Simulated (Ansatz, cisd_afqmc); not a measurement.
Species: C2H3O, charge 0, doublet. C2H3O (SMILES C[C]=O, doublet).
B3LYP-D3(BJ)/def2-TZVP minimum from Ansatz (a first-principles code):
```xyz
6

C     -0.9717    -0.6516    -0.0052
C      0.0062     0.4945     0.0051
H     -0.4534    -1.6140    -0.0159
H     -1.6108    -0.5706     0.8749
H     -1.6134    -0.5526    -0.8815
O      1.1838     0.4600     0.0029
```
Charge 0, spin multiplicity 2.

Total energies in cc-pVTZ, 17 correlated electrons, 3 frozen orbitals. Open shells are spin-unrestricted; no spin-orbit coupling. Cores are frozen in correlated methods. No relativity. AFQMC is phaseless with a CISD trial state; ± is one standard error, without the phaseless bias. Outlying blocks are dropped, and bars are widened where a walk drifts. Over all cases where full CI ran beside it in this data, AFQMC minus full CI had a median of +0.1 mEh and passed +0.4 mEh in a tenth of the cases.

| method | program | energy (Eh) | minus AFQMC/CISD (mEh) |
|---|---|---|---|
| HF | Ansatz | -152.35621 | 581.3 ± 0.4 |
| MP2 | Ansatz | -152.89357 | 44.0 ± 0.4 |
| CCSD | Ansatz | -152.91162 | 25.9 ± 0.4 |
| CCSD(T) | Ansatz | -152.93577 | 1.8 ± 0.4 |
| AFQMC/CISD | cisd_afqmc | -152.9375 ± 0.0004 | 0.0 |
